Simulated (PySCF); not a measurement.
Isomers of C3H7FO, one GFN2-xTB conformer each. Single-point energies are computed at PBE0/pcSseg-1 (PySCF, gas phase, no added dispersion term), electronic only.

Question: Rank them by PBE0/pcSseg-1 energy, lowest first (kcal/mol).
A. `[CH3:1][O:2][C@H:3]([CH3:4])[F:5]` with C1–O2–C3–C4 -174°
B. `[OH:1][CH2:2][CH2:3][CH2:4][F:5]` with H–O1–C2–C3 60°, O1–C2–C3–C4 61°, C2–C3–C4–F5 -176° (3-fluoropropan-1-ol)

Answer: A (0.0), B (5.3).

As drawn, the higher has an O–H bond, which the lower lacks. GFN2-xTB itself gives, in the same order: 0.0, 5.7. Both levels put the same isomer lowest.

Question: Which frontier levels, dipoles and rotational constants go with these structures?

Answer: 
```
     SMILES  HOMO (eV, PBE0/pcSseg-1)  LUMO (eV)  dipole (D)      A, B, C (MHz)
CO[C@H](C)F                     -8.25       1.68        1.60   8634, 3929, 2954
      OCCCF                     -8.01       1.13        1.72  13142, 2397, 2215
```

Question: As an exercise, what shares would exp(−E/RT) give at 1000 K from these electronic energies alone (no entropy, no degeneracies)?

Answer: RT = 1.987 kcal/mol: CO[C@H](C)F 93.5 %, OCCCF 6.5 %.
